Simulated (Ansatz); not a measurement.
**Relaxing TiC₂**

Level of theory: Ansatz 0.2.0, DFT PBE, scalar-relativistic, plane waves, PAW. Cutoff 420 eV, Γ-centred k mesh, Gaussian smearing, no spin polarisation in the final step.

TiC₂ was placed on the MoSi2 (C11b) structure type (I4/mmm, No. 139), with Ti in place of Mo, C in place of Si, at a guessed volume.

```
CELL_PARAMETERS angstrom
-1.42872 1.42872 3.50483
1.42872 -1.42872 3.50483
1.42872 1.42872 -3.50483
ATOMIC_POSITIONS crystal
Ti 0.00000 0.00000 0.00000
C 0.66500 0.66500 0.00000
C 0.33500 0.33500 0.00000
```

Cell and atoms relax at zero pressure; the relaxation can't lower the symmetry of the start. After a coarse first stage the cell is made exact in the group found at 0.06 Å.

Formation energies are uncorrected and refer to the elements' standard structures at the same level.

Problem. What does it relax into?

Solution. It keeps I4/mmm (No. 139). The result has the CaC2 structure. Conventional cell: a = 3.215 Å, c = 5.597 Å. Ti is coordinated by 2 C at 2.14 Å and 8 C at 2.37 Å; C has 1 C at 1.32 Å.

```
Ti C
1.0
    -1.60773    1.60773    2.79842
     1.60773   -1.60773    2.79842
     1.60773    1.60773   -2.79842
Ti C
1 2
Direct
  0.00000 0.00000 0.00000
  0.61804 0.61804 0.00000
  0.38196 0.38196 0.00000
```

Problem. What are its volume, energy, density and gap?

Solution. The volume per atom is 9.64 Å³. The density is 4.13 g/cm³ and the energy over the elements is 0.16 eV/atom. The gap on the 20×20×20 mesh is 0 eV (a metal).

The final run used a 20×20×20 mesh on its 3-atom cell and 0.10 eV smearing. The k mesh leaves about 4 meV/atom of noise in metals. Symmetry constrained the relaxation, so the result can be a saddle point. The steps took roughly 50 core-seconds in all.

Cost: 3 runs of about 0.77 core-minutes in all, on Intel Xeon 6975P-C (Granite Rapids) (shared hosts).